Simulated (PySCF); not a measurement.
A search over the determinants of NaH

Unrestricted PBE0; PySCF, no relativity, basis sets Na def2-SVP, H def2-SVP. Outer shells of the fragments: Na 3s1; H 1s1.

Followed along the bond (rough minima from three points):

| 2Ms+1 | unpaired | ⟨S²⟩ at the start | R at minimum (Å) | Te (eV) |
| --- | --- | --- | --- | --- |
| 1 | none | 0.00 | 1.89 | 0.00 |
| 3 | σ ↑↑ | 2.00 | none in the scan | ≤ 2.33 |

Solutions found at the starting distance of 1.895 Å, counted from the lowest of them; the search is not exhaustive and high or unbound solutions are not listed, so other states can lie among these:

```
2Ms+1  unpaired   term  E (eV)  ⟨S²⟩  ⟨Lz²⟩  μ (D)
    1      none    ¹Σ⁺    0.00  0.00   0.00  -6.26
    3      σ ↑↑    ³Σ⁺    2.51  2.00   0.00   3.45
    3  σ ↑, π ↑     ³Π    3.90  2.00   1.00  -0.22
    1  σ ↑, π ↓  mixed    3.99  1.00   1.00  -0.06
```

A term symbol is given only where ⟨S²⟩ and ⟨Lz²⟩ are close to those of a pure state; real π, δ and φ orbitals otherwise mix terms. A positive dipole means Na(−)H(+).

The measured ground state is X ¹Σ+ (Huber and Herzberg, Constants of Diatomic Molecules (1979)).

Counting both spins, an empty level lies below a filled one in some of these solutions, because spin and occupation are held.
